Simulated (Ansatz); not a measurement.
Ladder of methods for the band gap of zinc-blende GaP

Reference value: 2.43 eV (measured, zero-point renormalisation of 0.08 eV added back here (the table's ZPR column); inputs from Chen et al. (2018), doi:10.1103/physrevmaterials.2.073803).

```
level (code)             value (eV)  cell (Å³/atom)  error (eV)
------------------  ---------------  --------------  ----------
LDA+SOC (Ansatz)    1.41 (indirect)           20.24       -1.02
BLYP (Ansatz)       1.67 (indirect)           20.24       -0.76
r²SCAN-D4 (Ansatz)             1.83           20.01       -0.60
PBE0 (Ansatz)       2.91 (indirect)           20.24       +0.48
```

Once the reference is moved by up to 0.10 eV (a margin picked here for doubts on the reference and the settings) and values within 0.03 eV count as equal, the nearest can be PBE0 (+0.48 eV) or r²SCAN-D4 (-0.60 eV). Farthest off among them: LDA+SOC (-1.02 eV). No level tried lands within 0.3 eV.

Semilocal Kohn–Sham gaps run low as a rule, and all computed gaps are for a static lattice, while measured ones hold electron–phonon shifts unless said otherwise. Levels without +SOC have no spin–orbit coupling; where heavier elements are present it shifts gaps, mostly down, and can invert bands.  r²SCAN-D4: the gap is read on the k mesh or supercell of the run alone and can be too large. Values are at the measured cell; r²SCAN-D4 at the level's own relaxed cell. Cutoffs and k meshes differ between the levels. Ansatz's density-functional and Hartree–Fock values are scalar-relativistic unless marked +SOC, with PAW data made under PBE.

Differences are worked out from the printed values.

Ansatz is a program for electronic structure.
